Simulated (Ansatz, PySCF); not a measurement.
This Ansatz (a program for electronic structure) input computes a CCSD(T)/cc-pVDZ energy:

Ansatz 0.2 input:
```yaml
crystal:
  periodic: [false, false, false]
  atoms:
    - {symbol: C, position_ang: [-0.06202131, -0.12897927, 0.24357143]}
    - {symbol: C, position_ang: [-0.00836144, -0.78607026, -0.96303711]}
    - {symbol: C, position_ang: [-0.01037813, 0.73506140, -0.97201260]}
    - {symbol: C, position_ang: [-0.03390126, -0.02224928, 1.59714360]}
    - {symbol: H, position_ang: [0.77768823, -1.43566092, -1.33626297]}
    - {symbol: H, position_ang: [0.90443913, 1.34040822, -1.07804562]}
    - {symbol: H, position_ang: [-0.89271719, 1.26925688, -1.34476163]}
    - {symbol: H, position_ang: [0.07922200, -0.89460119, 2.23650899]}
    - {symbol: H, position_ang: [-0.18065935, 0.93402158, 2.08856936]}
basis:
  gaussian:
    orbitals: cc-pVDZ
total_charge: -1
magnetization: {spin_polarized: false}
correlation: {method: ccsd_t, electrons: outside_noble_gas}
```

Task: Write an input for the same energy in PySCF and say what it gives.

Result: 
```python
from pyscf import gto, scf, mp, cc as ccmod

mol = gto.M(
    atom='''
    C    -0.06202131   -0.12897927    0.24357143
    C    -0.00836144   -0.78607026   -0.96303711
    C    -0.01037813    0.73506140   -0.97201260
    C    -0.03390126   -0.02224928    1.59714360
    H     0.77768823   -1.43566092   -1.33626297
    H     0.90443913    1.34040822   -1.07804562
    H    -0.89271719    1.26925688   -1.34476163
    H     0.07922200   -0.89460119    2.23650899
    H    -0.18065935    0.93402158    2.08856936
    ''',
    basis='cc-pvdz',
    charge=-1,
    spin=0,
    verbose=4,
)

mf = scf.RHF(mol)
mf.conv_tol = 1e-10
mf.max_cycle = 100
mf.kernel()
mp2 = mp.MP2(mf, frozen=4).run()
cc = ccmod.CCSD(mf, frozen=4)
cc.max_cycle = 100
cc.kernel()
et = cc.ccsd_t()
print(f'E(CCSD(T)) = {cc.e_tot + et:.9f}')
```
It gives -154.84746 Eh, and Ansatz -154.84746 Eh, a difference of 0.00 mEh.

It need not be the lowest isomer of its formula. Whether it binds its extra electron was not tested at this geometry.
